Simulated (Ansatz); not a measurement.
A run of Ansatz (development build ahead of 0.2.0) on singlet HCl at this shape:

```yaml
atoms:
  - { symbol: H, position_ang: [0.0000, 0.0000, -1.3109] }
  - { symbol: Cl, position_ang: [0.0000, 0.0000, 0.0771] }
```

Its results:

```
Converged                       : yes
Total energy                    : -460.09913 hartree
Spin squared of the determinant : 0.000
```

Which input gives this output? Name the method, the orbitals and the basis set, and write the input.

RHF in cc-pVTZ. An unrestricted run that stays on the closed shell gives the same numbers.

```yaml
crystal:
  periodic: [false, false, false]
  atoms:
    - { symbol: H, position_ang: [0.0, 0.0, -1.31091] }
    - { symbol: Cl, position_ang: [0.0, 0.0, 0.07711] }
basis:
  gaussian: { orbitals: cc-pVTZ }
hamiltonian:
  xc: hf
```
